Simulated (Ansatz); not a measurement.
C2H3N, SMILES `CC#N` (charge 0, multiplicity 1).

Computed with B3LYP/cc-pVTZ // PBE0-D3(BJ)/def2-TZVP (Ansatz, a quantum-chemistry and plane-wave program).

Ansatz 0.2 input:
```yaml
crystal:
  periodic: [false, false, false]
  atoms:
    - { symbol: C, position_ang: [-0.487049, 0.000491, -0.000338] }
    - { symbol: C, position_ang: [0.962032, -0.00097, 0.000669] }
    - { symbol: N, position_ang: [2.111012, -0.002128, 0.001465] }
    - { symbol: H, position_ang: [-0.860751, 0.906142, -0.480288] }
    - { symbol: H, position_ang: [-0.862748, -0.036344, 1.023236] }
    - { symbol: H, position_ang: [-0.862496, -0.867191, -0.544743] }
basis:
  gaussian: { orbitals: cc-pVTZ }
hamiltonian:
  xc: b3lyp
```

Output:

```
Functional definition: B3LYP
683 factors; their error is unknown
mean field evaluation 1: about -3607.9746 eV, gradient 5.3e1 eV
mean field evaluation 2: about -3603.6091 eV, gradient 6.8e1 eV
mean field evaluation 4: about -3613.8523 eV, gradient 2.2e0 eV
mean field evaluation 8: about -3613.8619 eV, gradient 2.8e-2 eV
mean field evaluation 16: about -3613.8561 eV, gradient 1.1e-5 eV
mean field -3613.85611598 eV, -132.8067627025 hartree, gradient 1.1e-5 eV, S^2 0.000000; 0 other end points of the search recorded, 0 dependent functions left out
reference -3613.85629980 eV, -132.8067694577 hartree; 11, 11 occupied and 121, 121 virtual orbitals, 683 factors
Total energy: -3613.85629980 eV, -132.8067694577 hartree
```
